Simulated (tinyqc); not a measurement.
Harmonic frequencies on the UHF/sto-6g surface (energies and gradients from PySCF), for CH, spin multiplicity 4, step by step. One step of it, computed by the program tinyqc.

Problem. One row of the Hessian: 1Cz. Displace 1Cz by +/-0.002 bohr; H(k, :) = (g(+) - g(-)) / (2 delta).

optimised positions (bohr), order 1C, 2H:
```
[[0.000000, 0.000000, 0.133374],
 [0.000000, 0.000000, 2.160754]]
```

gradient at +delta (hartree/bohr), order 1C, 2H:
```
[[0.00000000, 0.00000000, 0.00098954],
 [0.00000000, 0.00000000, -0.00098954]]
```

gradient at -delta (hartree/bohr), order 1C, 2H:
```
[[0.00000000, 0.00000000, -0.00096535],
 [0.00000000, 0.00000000, 0.00096535]]
```

Give: row of the Hessian.

Solution.

row of the Hessian (hartree/bohr^2): [0.000000, 0.000000, 0.488723, 0.000000, 0.000000, -0.488723]
